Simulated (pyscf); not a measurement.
**Insertion: `[Cl][CH2][CH2][Cl]` + `[F][C][F]` [singlet] -> `[F][CH]([F])[CH]([Cl])[CH2][Cl]`**

Gas phase, singlet surface, charge 0. Bonds broken: C2–H5. Bonds formed: C2–C10, H5–C10. Structures and frequencies: ωB97X-D3(BJ)/def2-SVP in PySCF.

Transition state (Å):

```xyz
11

Cl     1.2712     0.0872     0.3482
C     -0.3893     0.4443    -0.0829
C     -0.9008    -0.4658    -1.1735
Cl    -2.6601    -0.2350    -1.3793
H     -1.2135    -0.1245     1.0743
H     -0.5221     1.5128    -0.2983
H     -0.7192    -1.5205    -0.9216
H     -0.4174    -0.2500    -2.1383
F     -0.5430     1.3593     2.4192
C     -1.5091     0.7430     1.7775
F     -2.3626     1.6337     1.3225
```

One imaginary mode, 1337i cm⁻¹; descent along it reached the two sides named, in the forms told below.

```
bond    change  reactant side (Å)  saddle  product side
------  ------  -----------------  ------  ------------
C2–H5   breaks              1.096   1.530         2.189
C2–C10   forms                4.2   2.192         1.526
H5–C10   forms                3.2   1.155         1.105
```

Electronic energies relative to the separated reactants (kJ/mol):

```csv
level,barrier,reaction energy,reverse barrier
ωB97X-D3(BJ)/def2-TZVP,159.8,-247.0,406.8
PBE/def2-TZVP,100.1,-235.8,335.9
r²SCAN/def2-TZVP,104.5,-252.7,357.2
B3LYP-D3(BJ)/def2-TZVP,130.0,-238.9,368.9
PBE0-D3(BJ)/def2-TZVP,120.1,-260.0,380.1
M06-2X/def2-TZVP,149.1,-253.0,402.1
ωB97M-D3(BJ)/def2-TZVP,160.3,-233.5,393.8
HF/def2-TZVP,267.5,-202.2,469.7
```

With ωB97M-D3(BJ)/def2-TZVP energies and thermal terms (ideal gas, 1 atm, RRHO with modes under 100 cm⁻¹ raised to 100, one conformer, R ln 2 for chiral ones without a mode under 150 cm⁻¹), in kJ/mol:

```json
[
 {"T (K)": "298", "ΔH‡": "157.8", "ΔG‡": "205.9", "ΔH": "-220.2", "ΔG": "-167.1"},
 {"T (K)": "600", "ΔH‡": "160.6", "ΔG‡": "253.7", "ΔH": "-218.4", "ΔG": "-113.9"},
 {"T (K)": "900", "ΔH‡": "163.6", "ΔG‡": "299.5", "ΔH": "-215.0", "ΔG": "-62.3"},
 {"T (K)": "1200", "ΔH‡": "166.7", "ΔG‡": "344.4", "ΔH": "-210.9", "ΔG": "-12.1"}
]
```

On the product side the descent ends in a point that may be a rotor saddle (no frequency run), 9.5 kJ/mol over the lowest minimum found and 397.3 kJ/mol under the saddle at ωB97X-D3(BJ)/def2-TZVP. One saddle was located; it need not be the lowest between these sides.
